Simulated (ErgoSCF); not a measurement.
# HF/aug-cc-pVTZ run of CN− (cyanide)

Aim: the vertical ionisation energy of CN− (cyanide) at HF/aug-cc-pVTZ, from 2 runs. 

The results are computed with ErgoSCF 3.8.

5 further runs of the same task are left out: 2 that didn't finish, 3 set aside as unsound or not needed.

## Step 1: Starting point

CN− has 2 atoms, charge -1, and is taken as a singlet. SMILES: `[C-]#N`. The shape is that of a PBE0-D4/def2-TZVPD optimisation.

Bond lengths: C1–N2 1.170 Å.

## Step 2: The energy at HF/aug-cc-pVTZ

Contents of run.inp:

```
set_nthreads(1)
molecule_inline Angstrom
C  0.499700 -0.161700 0.257300
N  -0.499700 0.161700 -0.257300
EOF
tmpdir = "."
scf.output_mulliken_pop = 1
scf.use_diagonalization = 1
basis = "aug-cc-pVTZ"
scf.max_number_of_iterations = 120
spin_polarization = 0
charge = -1
run "HF"
```

The basis set aug-cc-pVTZ is read from a file made from the Basis Set Exchange's data (not shown).

Command:

```
$ ergo run.inp
```

Standard output:

```text
[...]
INSC SCF_general constructor, number of basis functions: 92
[...]
INSC Energy   1 =        -16.14107026524
[...]
INDE E_LUMO =          0.20938984086
[...]
INSC Energy  13 =        -92.34257508737  ( diff     -0.000000000003666 )
[...]
RESC CONVERGED after  13 iterations.
RESC FINAL ENERGY:        -92.34257508737
[...]
INSC SCF: dipole_moment_x [atomic units] =      -0.06429024
INSC SCF: dipole_moment_y [atomic units] =       0.02080395
INSC SCF: dipole_moment_z [atomic units] =      -0.03310362
[...]
```

Wall time 68 s (1 thread of Arm Neoverse V1, shared host); peak memory 0.27 GiB.

## Step 3: Doublet neutral CN at the same level

Contents of input.xyz:

```xyz
2
CN
C      0.499700    -0.161700     0.257300
N     -0.499700     0.161700    -0.257300
```

Contents of run.inp:

```
set_nthreads(1)
basis = "aug-cc-pVTZ"
scf.output_mulliken_pop = 1
scf.use_diagonalization = 1
tmpdir = "."
spin_polarization = 1
scf.max_number_of_iterations = 120
molecule "input.xyz"
run "HF"
```

The basis set aug-cc-pVTZ is read from a file made from the Basis Set Exchange's data (not shown).

Command:

```
$ ergo < run.inp
```

Standard output:

```text
[...]
INSC SCF_general constructor, number of basis functions: 92
[...]
INSC Energy   1 =        -15.96530642389
[...]
INDE E_LUMO =         -0.03846193255
[...]
INSC Energy  20 =        -92.23580119792  ( diff     -0.000000000050193 )
[...]
RESC CONVERGED after  20 iterations.
RESC FINAL ENERGY:        -92.23580119792
RESC FINAL <S2> =          1.14879812173
[...]
INSC SCF: dipole_moment_x [atomic units] =       0.73461601
INSC SCF: dipole_moment_y [atomic units] =      -0.23771745
INSC SCF: dipole_moment_z [atomic units] =       0.37826035
[...]
```

It took 2.7 min on 1 thread of Arm Neoverse V1, shared host; peak memory 0.27 GiB.

## Step 4: Summary of results

At HF/aug-cc-pVTZ:

```
                                           quantity         value
                          singlet CN−: total energy  -92.34258 Eh
                   doublet neutral CN: total energy  -92.23580 Eh
                  doublet neutral CN: dipole moment        2.19 D
                           doublet neutral CN: ⟨S²⟩         1.149
vertical detachment energy (to the doublet neutral)      2.905 eV
```

What this shows: Removing an electron at fixed nuclei costs 2.91 eV (67 kcal/mol). ⟨S²⟩ (doublet neutral CN) is 1.15 where a pure doublet has 0.75: the reference is spin-contaminated.
